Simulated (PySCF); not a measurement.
All runs: PySCF with density fitting, gas phase, non-relativistic, closed shells, each molecule at its own PBE0-D3(BJ)/def2-TZVP geometry. Shieldings use GIAOs. KT3: no exact exchange; wB97X-D: range-separated exact exchange.

HOMO energy (eV):

| molecule | KT3/pcSseg-2 | wB97X-D/pcSseg-2 |
| --- | --- | --- |
| C#CF | -7.02 | -10.24 |
| COS(C)(=O)=O | -7.04 | ? |
| FB(F)F | -10.30 | -14.21 |
| CCS(=O)(=O)O | -7.64 | -11.09 |
| CCCCC(=O)Cl | -7.15 | -10.36 |
| CC(C)(C)C(=O)Cl | -6.99 | -10.17 |
| N#CCCl | -8.01 | -11.22 |

**Question.** Predict the missing value of `COS(C)(=O)=O` from the other molecules.

**Answer.** The functional change moves the other 6 molecules by -3.36 eV on average (standard deviation 0.29), which puts `COS(C)(=O)=O` at -7.04 − 3.36 = -10.40 eV. A straight line through the pairs, y = 1.210x − 1.71, gives -10.23 eV. The run gave -10.49 eV: the mean change misses by 0.09, the line by 0.26 eV.

**Question.** Which of the two rules would one have trusted beforehand?

**Answer.** Leaving out each listed molecule in turn and predicting it from the rest, the mean change misses by 0.253 eV on average and the line by 0.136; so the fitted line, and for `COS(C)(=O)=O` it wasn't the closer one.

**Question.** How even is the effect, and which conclusions about the order would change?

**Answer.** Among the 6 molecules with both values given it runs from -3.91 eV for `FB(F)F` to -3.18 eV for `CC(C)(C)C(=O)Cl`; `COS(C)(=O)=O` moves by -3.45 eV, inside this range. The change is of one sign for all of them. No pair among the 6 changes order.

The figures describe these molecules alone; neither level is taken as the truth.
